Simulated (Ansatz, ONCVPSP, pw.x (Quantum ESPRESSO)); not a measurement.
**What a changed setting does to a pw.x run (bcc Ta)**

Potential: optimised norm-conserving Vanderbilt (ONCV), ONCVPSP 4.0.1.1 (patched build), PBE; core [Kr] 4d10 4f14, reference 5s2 5p6 5d3 6s2; waves: 5s+6s: rc 1.65 bohr, ncon 3, nbas 8, qcut 9 1/bohr, 2 projectors; 5p: rc 2.15 bohr, ncon 4, nbas 7, qcut 6.8 1/bohr, 2 projectors, debl 1.8 Ha; 5d: rc 2.80 bohr, ncon 4, nbas 9, qcut 6.7 1/bohr, 2 projectors, debl 2.5 Ha; local part: polynomial inside 1.60 bohr (lpopt 5, dvloc0 4 Ha); core correction: none.

The reference run (k-mesh 14³, cutoffs 70/280 Ry, Fermi–Dirac 0.01 Ry, mixing_beta 0.4, conv_thr 1e-9, no spin) gives 0.01 GPa at 18.192 Å³/atom, where all-electron LAPW gives 1.22 GPa. This run, with its own iteration cap, changes conv_thr to 0.0001.

```
&control
  calculation='scf', prefix='x', pseudo_dir='./', outdir='./tmp', tstress=.true., disk_io='none'
/
&system
  ibrav=0, nat=1, ntyp=1, ecutwfc=70, ecutrho=280, nbnd=14,
  occupations='smearing', smearing='fd', degauss=0.01
/
&electrons
  conv_thr=0.0001, mixing_beta=0.4, electron_maxstep=60
/
ATOMIC_SPECIES
Ta 1.0 Ta.UPF
CELL_PARAMETERS angstrom
  -1.65681297 1.65681297 1.65681297
  1.65681297 -1.65681297 1.65681297
  1.65681297 1.65681297 -1.65681297
ATOMIC_POSITIONS crystal
Ta 0.0000 0.0000 0.0000
K_POINTS automatic
14 14 14 0 0 0
```

```bash
pw.x < Ta.scf.in > Ta.scf.out
```

**Question.** How does the run end?

**Answer.** It converges in 4 iterations; the free energy moves by +0.0 meV/atom and the pressure by -0.76 GPa.

```
Message from routine setup:
     using ibrav=0 with symmetry is DISCOURAGED, use correct ibrav instead
     lattice parameter (alat)  =       5.4229  a.u.
     unit-cell volume          =     122.7657 (a.u.)^3
     number of electrons       =        13.00
     number of Kohn-Sham states=           14
     kinetic-energy cutoff     =      70.0000  Ry
     charge density cutoff     =     280.0000  Ry
     scf convergence threshold =      1.0E-04
     Exchange-correlation= PBE
     number of k points=   104  Fermi-Dirac smearing, width (Ry)=  0.0100
     iteration #  1     ecut=    70.00 Ry     beta= 0.40
     total energy              =    -117.08483960 Ry
     estimated scf accuracy    <       0.02408590 Ry
     iteration #  2     ecut=    70.00 Ry     beta= 0.40
     total energy              =    -117.08480903 Ry
     estimated scf accuracy    <       0.00408412 Ry
     iteration #  3     ecut=    70.00 Ry     beta= 0.40
     total energy              =    -117.08537695 Ry
     estimated scf accuracy    <       0.00019900 Ry
     iteration #  4     ecut=    70.00 Ry     beta= 0.40
     the Fermi energy is    18.2242 ev
!    total energy              =    -117.08539163 Ry
     estimated scf accuracy    <       0.00000353 Ry
     smearing contrib. (-TS)   =      -0.00559817 Ry
     The total energy is F=E-TS. E is the sum of the following terms:
     one-electron contribution =     -20.16503442 Ry
     hartree contribution      =      14.95434193 Ry
     xc contribution           =     -13.65038055 Ry
     ewald contribution        =     -98.21872040 Ry
     convergence has been achieved in   4 iterations
          total   stress  (Ry/bohr**3)                   (kbar)     P=       -7.59
     Message from routine punch:
     Nothing written, as per user request (disk_io='none')
```

The run took about 23 s on one core of a shared host (Neoverse-N1, 64 threads, 124 GiB, load 61).
